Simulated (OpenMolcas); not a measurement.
**SiH (SMILES [SiH]): a chain of runs**

Aim: the energy (UHF/cc-pVDZ), then a single-point energy (CASSCF(3,3)/cc-pVDZ), then a single-point energy (CASPT2(3,3)/cc-pVDZ), then a single-point energy (SC-NEVPT2(3,3)/cc-pVDZ), then the energy (MRCI(3,3)/cc-pVDZ) of SiH. 

The calculation is run with OpenMolcas 26.06.

**1. Starting point**

SiH has 2 atoms, charge 0, and is taken as a doublet. As SMILES, `[SiH]`. The Si1–H2 distance was set to 2.654 Å, away from the relaxed value.

**2. The energy at UHF/cc-pVDZ (run 1)**

step1.input

```
&GATEWAY
  BasLib = $CurrDir
  Coord
  2
  angstrom
  Si       0.000000       0.000000      -1.137440
  H        0.000000       0.000000       1.516560
  Basis = cc-pVDZ
  Group = NoSym

&SEWARD

&SCF
  UHF
  Spin = 2
  Scramble = 0.25
  PrOrbitals = 1 1
```

The basis set cc-pVDZ is read from a file made from the Basis Set Exchange's data (not shown).

The run is started by

```
$ export MOLCAS_MEM=1860
$ pymolcas step1.input > step1.log
```

The log of the run:

```text
--- Start Module: gateway ---
[...]
--- Stop Module: gateway /rc=_RC_ALL_IS_WELL_ ---
--- Start Module: seward ---
[...]
      Basis functions           23
--- Stop Module: seward /rc=_RC_ALL_IS_WELL_ ---
--- Start Module: scf ---
[...]
       Convergence after  27 Iterations
[...]
::    Total SCF energy                               -289.3563724159
[...]
      Total spin, S                                     0.8396802898
[...]
      Total electronic charge=   15.000000
      Total            charge=   -0.000000
[...]
      Dipole Moment (debye):
      Origin of the operator (angstrom)=    0.0000    0.0000   -1.0452
                   X= -1.0063E-04               Y=  5.2692E-05               Z= -6.1003E-01           Total=  6.1003E-01
      Quadrupole Moment (debye*angstrom):
[...]
--- Stop Module: scf /rc=_RC_ALL_IS_WELL_ ---
[...]
```

Run time: 1.7 s. Hardware: 1 thread of Arm Neoverse V2, shared host; peak memory 0.37 GiB.

**3. A single-point energy at CASSCF(3,3)/cc-pVDZ (run 2)**

step2.input

```
&gateway
baslib=$CurrDir
coord
2
angstrom
Si       0.000000       0.000000      -1.137440
H        0.000000       0.000000       1.516560
basis=cc-pVDZ
group=NoSym
&seward
&rasscf
fileorb=$CurrDir/step1.UnaOrb
spin=2
nactel=3 0 0
inactive=6
ras2=3
orblisting=Nothing
```

The basis set cc-pVDZ is read from a file made from the Basis Set Exchange's data (not shown).

The run is started by

```
$ export MOLCAS_MEM=1860
$ pymolcas step2.input > step2.log
```

The log of the run:

```text
--- Start Module: gateway ---
[...]
--- Stop Module: gateway /rc=_RC_ALL_IS_WELL_ ---
--- Start Module: seward ---
[...]
      Basis functions           23
--- Stop Module: seward /rc=_RC_ALL_IS_WELL_ ---
--- Start Module: rasscf ---
[...]
      Number of active orbitals                  3
[...]
      Spin quantum number                      0.5
[...]
      Active orbitals                            3
[...]
      Number of CSFs                             8
[...]
      Number of root(s) required                 1
[...]
      Convergence after 12 iterations
[...]
      printout of CI-coefficients larger than  0.05 for root  1
      energy=    -289.368616
      conf/sym  111     Coeff  Weight
             1  2u0  -0.91494 0.83711
             4  udu  -0.15608 0.02436
             6  uud  -0.09011 0.00812
             8  0u2  -0.36112 0.13041
      Natural orbitals and occupation numbers for root  1
      sym 1:   1.706705   1.000000   0.293295
      ************************************************************************************************************************
      *                                                    Final results                                                     *
[...]
::    RASSCF root number  1 Total energy:   -289.36861622
[...]
      Total electronic charge=   15.000000
      Total            charge=   -0.000000
[...]
      Dipole Moment (debye):
      Origin of the operator (angstrom)=    0.0000    0.0000   -1.0452
                   X= -3.9853E-06               Y=  3.0416E-06               Z= -1.1965E+00           Total=  1.1965E+00
      Quadrupole Moment (debye*angstrom):
[...]
--- Stop Module: rasscf /rc=_RC_ALL_IS_WELL_ ---
[...]
```

Wall time 1.6 s (1 thread of Arm Neoverse V2, shared host); peak memory 0.37 GiB.

**4. A single-point energy at CASPT2(3,3)/cc-pVDZ (run 3)**

step3.input

```
* HSi CASPT2

&GATEWAY
 BASLIB = $CurrDir
 COORD
 2
 angstrom
 Si       0.000000       0.000000      -1.137440
 H        0.000000       0.000000       1.516560
 BASIS = cc-pVDZ
 GROUP = NoSym

&SEWARD

&RASSCF
 FILEORB = $CurrDir/step2.RasOrb
 SPIN = 2
 NACTEL = 3 0 0
 INACTIVE = 6
 RAS2 = 3
 ORBLISTING = Nothing

&CASPT2
 IMAGINARY = 0.1
 FROZEN = 5
```

The basis set cc-pVDZ is read from a file made from the Basis Set Exchange's data (not shown).

The run is started by

```
$ export MOLCAS_MEM=1860
$ pymolcas step3.input > step3.log
```

The log of the run:

```text
--- Start Module: gateway ---
[...]
--- Stop Module: gateway /rc=_RC_ALL_IS_WELL_ ---
[...]
      Basis functions           23
[...]
--- Start Module: rasscf ---
[...]
      Number of active orbitals                  3
[...]
      Spin quantum number                      0.5
[...]
      Active orbitals                            3
[...]
      Number of CSFs                             8
[...]
      Number of root(s) required                 1
[...]
      Convergence after  4 iterations
[...]
      printout of CI-coefficients larger than  0.05 for root  1
      energy=    -289.368616
      conf/sym  111     Coeff  Weight
             1  2u0  -0.91494 0.83711
             4  udu  -0.15608 0.02436
             6  uud  -0.09011 0.00812
             8  0u2  -0.36112 0.13041
      Natural orbitals and occupation numbers for root  1
      sym 1:   1.706706   1.000000   0.293294
      ************************************************************************************************************************
      *                                                    Final results                                                     *
[...]
::    RASSCF root number  1 Total energy:   -289.36861622
[...]
      Total electronic charge=   15.000000
      Total            charge=   -0.000000
[...]
      Dipole Moment (debye):
      Origin of the operator (angstrom)=    0.0000    0.0000   -1.0452
                   X= -3.7967E-06               Y=  2.8051E-06               Z= -1.1965E+00           Total=  1.1965E+00
      Quadrupole Moment (debye*angstrom):
[...]
--- Stop Module: rasscf /rc=_RC_ALL_IS_WELL_ ---
--- Start Module: caspt2 ---
[...]
      E2 (Variational):          -0.0504607908
      Total energy:            -289.4190770118
[...]
      Reference weight:           0.96783
[...]
::    CASPT2 Root  1     Total energy:   -289.41907701
[...]
```

It took 1.5 s on 1 thread of Arm Neoverse V2, shared host; peak memory 0.37 GiB.

**5. A single-point energy at SC-NEVPT2(3,3)/cc-pVDZ (run 4)**

step4.input

```
&GATEWAY
BasLib=$CurrDir
Coord
2
angstrom
Si       0.000000       0.000000      -1.137440
H        0.000000       0.000000       1.516560
Basis=cc-pVDZ
Group=NoSym
&SEWARD
&RASSCF
FileOrb=$CurrDir/step2.RasOrb
Spin=2
Nactel=3 0 0
Inactive=6
Ras2=3
OrbListing=Nothing
&CASPT2
SC-NEVPT2
Frozen=5
```

The basis set cc-pVDZ is read from a file made from the Basis Set Exchange's data (not shown).

The run is started by

```
$ export MOLCAS_MEM=1860
$ pymolcas step4.input > step4.log
```

The log of the run:

```text
--- Start Module: gateway ---
[...]
--- Stop Module: gateway /rc=_RC_ALL_IS_WELL_ ---
[...]
      Basis functions           23
[...]
--- Start Module: rasscf ---
[...]
      Number of active orbitals                  3
[...]
      Spin quantum number                      0.5
[...]
      Active orbitals                            3
[...]
      Number of CSFs                             8
[...]
      Number of root(s) required                 1
[...]
      Convergence after  4 iterations
[...]
      printout of CI-coefficients larger than  0.05 for root  1
      energy=    -289.368616
      conf/sym  111     Coeff  Weight
             1  2u0  -0.91494 0.83711
             4  udu  -0.15608 0.02436
             6  uud  -0.09011 0.00812
             8  0u2  -0.36112 0.13041
      Natural orbitals and occupation numbers for root  1
      sym 1:   1.706706   1.000000   0.293294
      ************************************************************************************************************************
      *                                                    Final results                                                     *
[...]
::    RASSCF root number  1 Total energy:   -289.36861622
[...]
      Total electronic charge=   15.000000
      Total            charge=   -0.000000
[...]
      Dipole Moment (debye):
      Origin of the operator (angstrom)=    0.0000    0.0000   -1.0452
                   X= -3.7967E-06               Y=  2.8051E-06               Z= -1.1965E+00           Total=  1.1965E+00
      Quadrupole Moment (debye*angstrom):
[...]
--- Stop Module: rasscf /rc=_RC_ALL_IS_WELL_ ---
[...]
      E2 (Variational):          -0.0514638226
[...]
      E2 (Variational):          -0.0514383005
      Total energy:            -289.4200545215
[...]
      Reference weight:           0.96571
[...]
::    SC-NEVPT2 Root  1     Total energy:   -289.42005452
[...]
```

Run time: 1.5 s. Hardware: 1 thread of Arm Neoverse V2, shared host; peak memory 0.37 GiB.

**6. A single-point energy at MRCI(3,3)/cc-pVDZ (run 5)**

step5.input

```
&GATEWAY
  BASLIB = $CurrDir
  COORD
  2
  angstrom
  Si       0.000000       0.000000      -1.137440
  H        0.000000       0.000000       1.516560
  BASIS = cc-pVDZ
  GROUP = NoSym

&SEWARD

&RASSCF
  FILEORB = $CurrDir/step2.RasOrb
  SPIN = 2
  NACTEL = 3 0 0
  INACTIVE = 6
  RAS2 = 3
  ORBLISTING = Nothing

&MOTRA
  LUMORB
  FROZEN = 5

&GUGA
  ELECTRONS = 5
  SPIN = 2
  INACTIVE = 1
  ACTIVE = 3
  CIALL = 1

&MRCI
  SDCI
```

The basis set cc-pVDZ is read from a file made from the Basis Set Exchange's data (not shown).

The run is started by

```
$ export MOLCAS_MEM=1860
$ pymolcas step5.input > step5.log
```

The log of the run:

```text
--- Start Module: gateway ---
[...]
      Basis functions           23
[...]
      Number of active orbitals                  3
[...]
      Spin quantum number                      0.5
[...]
      Active orbitals                            3
[...]
      Number of CSFs                             8
[...]
      Number of root(s) required                 1
[...]
      Convergence after  4 iterations
[...]
      printout of CI-coefficients larger than  0.05 for root  1
      energy=    -289.368616
      conf/sym  111     Coeff  Weight
             1  2u0  -0.91494 0.83711
             4  udu  -0.15608 0.02436
             6  uud  -0.09011 0.00812
             8  0u2  -0.36112 0.13041
      Natural orbitals and occupation numbers for root  1
      sym 1:   1.706706   1.000000   0.293294
      ************************************************************************************************************************
      *                                                    Final results                                                     *
[...]
::    RASSCF root number  1 Total energy:   -289.36861622
[...]
      Dipole Moment (debye):
      Origin of the operator (angstrom)=    0.0000    0.0000   -1.0452
                   X= -3.7967E-06               Y=  2.8051E-06               Z= -1.1965E+00           Total=  1.1965E+00
      Quadrupole Moment (debye*angstrom):
[...]
--- Start Module: guga ---
[...]
       (But an ACPF correction will be computed)
       USE THE DEFAULT ACPF G-VALUE GFAC=  0.40000000000000002
[...]
                      CI ENERGY:  -289.43807736
[...]
                ACPF CORRECTION:    -0.00278471
[...]
      Total electronic charge=   15.000000
      Total            charge=    0.000000
[...]
     ACPF CORRECTION:     -0.00278471
[...]
  CI State   1     Total energy:   -289.43807736     QDav:     -0.00476864     QACPF:     -0.00278471
[...]
```

Wall time 1.6 s (1 thread of Arm Neoverse V2, shared host); peak memory 0.37 GiB.

**7. Summary of results**

| quantity | value |
| --- | --- |
| run 1, UHF/cc-pVDZ: total energy | -289.35637 Eh |
| run 1, UHF/cc-pVDZ: dipole moment | 0.61 D |
| run 1, UHF/cc-pVDZ: HOMO energy (highest over α and β) | -8.30 eV |
| run 1, UHF/cc-pVDZ: LUMO energy (lowest over α and β) | -0.10 eV |
| run 1, UHF/cc-pVDZ: ⟨S²⟩ | 1.545 |
| run 2, CASSCF(3,3)/cc-pVDZ: total energy | -289.36862 Eh |
| run 2, CASSCF(3,3)/cc-pVDZ: dipole moment (CASSCF density) | 1.20 D |
| run 3, CASPT2(3,3)/cc-pVDZ: total energy | -289.41908 Eh |
| run 3, CASPT2(3,3)/cc-pVDZ: dipole moment (CASSCF density) | 1.20 D |
| run 4, SC-NEVPT2(3,3)/cc-pVDZ: total energy | -289.42005 Eh |
| run 4, SC-NEVPT2(3,3)/cc-pVDZ: dipole moment (CASSCF density) | 1.20 D |
| run 5, MRCI(3,3)/cc-pVDZ: total energy | -289.43808 Eh |
| run 5, MRCI(3,3)/cc-pVDZ: dipole moment (CASSCF density) | 1.20 D |

What this shows: ⟨S²⟩ (run 1, UHF/cc-pVDZ) is 1.54 where a pure doublet has 0.75: the reference is spin-contaminated.
